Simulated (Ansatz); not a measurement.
The parent structure is Cu in the fcc (Cu type) structure (space group Fm-3m, No. 225; a = 3.563 Å).

Computed with Ansatz (a quantum-chemistry and plane-wave program) PBEsol, no SOC, earlier PAW set.

One thing is altered: every Cu is replaced by Ni; the structure is relaxed again.

Measured lattice parameter a: Cu 3.595 Å (static lattice; corrected from measurement; as listed in Gábor I. Csonka et al., Physical Review B (2009)); Ni 3.508 Å (static lattice; corrected from measurement; as listed in Daniel Mejia-Rodriguez, S. B. Trickey, Phys. Rev. B (2018)).

Question: How well does PBEsol reproduce the measured shift?

Answer: With PBEsol the lattice parameter a moves by -0.100 Å (3.563 → 3.463) against -0.087 Å measured.

The magnetic state is the one reached from the starting moments; the real material's order can differ, and small cells can't hold many antiferromagnetic ones. No phonon test of stability was made. Spin-polarised in the final run: Ni; the other runs are not.
